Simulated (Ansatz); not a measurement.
A made-up structure of SiH3O (charge -1), singlet:

O1  (0.079, -0.430, 0.750)
Si2  (0.243, 0.117, -0.616)
H3  (0.765, -0.854, 0.531)
H4  (-1.230, -0.306, -0.771)
H5  (0.143, 1.473, 0.107)
(Å)

It is relaxed with PBE-D4/def2-SVPD and then PBE0-D4/def2-TZVPD (Ansatz 0.2.0). Atoms count as bonded within 1.22 times the sum of their covalent radii (H–H: 0.88 Å). The end point is not checked to be a true minimum.

Does its bonding change? (Judge from chemistry; the calculation decides.)

By the calculation: Yes. Formed: none; broken: Si2–H3.

Where it ends: The first stage lowers the energy by 4.05 eV in 7 steps. It ends as SiH₃O ([OH][SiH2]), total charge -1:
```
atom    x (Å)    y (Å)    z (Å)
  O1   0.2640  -0.6427   0.8891
 Si2   0.1492   0.2045  -0.6477
  H3   1.0341  -1.2046   0.8232
  H4  -1.3595  -0.0023  -0.9389
  H5  -0.0879   1.6450  -0.1257
```

Labels in which every atom is bracketed show which atoms are joined, not bond orders.

For scale, one of the runs: PBE0-D4/def2-TZVPD relaxation, 110 basis functions, launched by `ansatz run in.yaml --threads 2 --pin off --events-out ev --progress --plain --max-ram 4352MiB`. Hardware: 2 CPU threads of an Arm Neoverse V2, shared host. Wall time about 9 s.
